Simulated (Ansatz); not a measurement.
# WTe₂ (Pmn2₁, No. 31)

All values below come from LDA in Ansatz (PAW).

Numerical settings: plane-wave cutoff 500 eV, 12×6×4 k mesh (along the axes of the cell as run), Fermi–Dirac smearing 0.05 eV, no spin polarisation, scalar-relativistic PAW data made under PBE.

Cell: relaxed at this level.

```yaml
equilibrium_volume_per_atom: 24.69 Å³/atom
band_gap: zero (no gap)
```

Spin–orbit coupling is not included.

Computed values are for the static lattice.

Ansatz is a first-principles code.
